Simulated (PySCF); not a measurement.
Cyanomethyl, C₂H₂N (doublet state).
Geometry (PBE0-D3(BJ)/def2-SVP, Å), atoms numbered from 1 in this order:
```
atom  x, y, z in Å
C1    -0.565    0.010   -0.009
C2     0.818   -0.011   -0.004
N3     1.990   -0.029    0.001
H4    -1.099    0.962   -0.009
H5    -1.127   -0.926   -0.013
```

The species is `N#C[CH2]` (cyanomethyl).

Computed with PySCF, UKS B3LYP, IGLO-III on C N, pcH-1 on H, non-relativistic, mean-field spin-orbit, GIAO. Geometry: PBE0-D3(BJ)/def2-SVP; no solvent, vibrations or thermal averaging.

The largest Mulliken spin populations are on C1 (+0.90), N3 (+0.42) and C2 (-0.24). The positive populations add up to 1.33 and the negative ones to -0.33, together 2S = 1. The angles at C1 add up to 360.0°, so it is planar; its axial dipolar tensor and the negative couplings of its protons fit spin in a p orbital normal to that plane.

(1) McConnell's relation a(H) = Q·ρ ties the coupling of a proton on a planar π carbon to the spin population of that carbon. What Q do the computed values give?

Results:

(1) 
| H | C | ρ(C) | a(H) (G) | a/ρ (G) |
| --- | --- | --- | --- | --- |
| H4 | C1 | +0.903 | -21.13 | -23.4 |
| H5 | C1 | +0.903 | -21.13 | -23.4 |

These protons share one ρ (within 0.01), so their mean ratio, Q = -23.4 G, is no test of linearity.

Couplings in gauss use g_iso = 2.0031.
